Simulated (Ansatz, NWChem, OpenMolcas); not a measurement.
## SiH2Cl2 (dichlorosilane (DCS)): the atomisation enthalpy at 298 K, rung by rung

The species is SiH2Cl2 (5 atoms), meant as a singlet with charge 0. SMILES: `Cl[SiH2]Cl`. The coordinates come from a PBE0-D4/def2-TZVP relaxation.

Quantity: the atomisation enthalpy at 298 K, in kJ/mol. The values are calculated. The thermal term (zero-point and 298 K enthalpy, harmonic and unscaled) is that of PBE0-D4/def2-TZVP; the spin-orbit lowering of the free atoms at 298 K, 7.3 kJ/mol by their spectra, is taken off.

**The experiment to reproduce.** NIST-JANAF tables gives the atomisation enthalpy at 298 K of the gas as 1449 kJ/mol.

```csv
level,kind,program,value (kJ/mol),computed − measured
HF/6-311+G**,Hartree–Fock,NWChem,1053,-396
SVWN5/6-311+G**,LDA,Ansatz,1561,+112
revPBE/6-311+G**,GGA,OpenMolcas,1332,-117
M06-L/6-311+G**,meta-GGA,NWChem,1442,-7
B3LYP/6-311+G**,global hybrid,Ansatz,1354,-95
M06-2X/6-311+G**,hybrid meta-GGA,OpenMolcas,1396,-53
r2SCAN0/6-311+G**,hybrid meta-GGA,Ansatz,1389,-60
CAM-B3LYP/6-311+G**,range-separated hybrid,Ansatz,1366,-83
MP2/6-311+G**,perturbation theory,NWChem,1326,-123
CCSD(T)/6-311+G**,coupled cluster or CI,NWChem,1314,-135
```

Nearest: M06-L/6-311+G** (-7 kJ/mol); farthest: HF/6-311+G** (-396 kJ/mol). Computed less measured by kind, in kJ/mol (6-311+G** rows): Hartree–Fock -396; LDA +112; GGA -117; meta-GGA -7; global hybrid -95 to -53; range-separated hybrid -83; perturbation theory -123; coupled cluster or CI -135. Wave-function methods converge slowly with the basis and bind too weakly in sets of this size; that is part of their error here. The measured heats of formation of B, Si, Al and metal atoms are uncertain by some kJ/mol each.
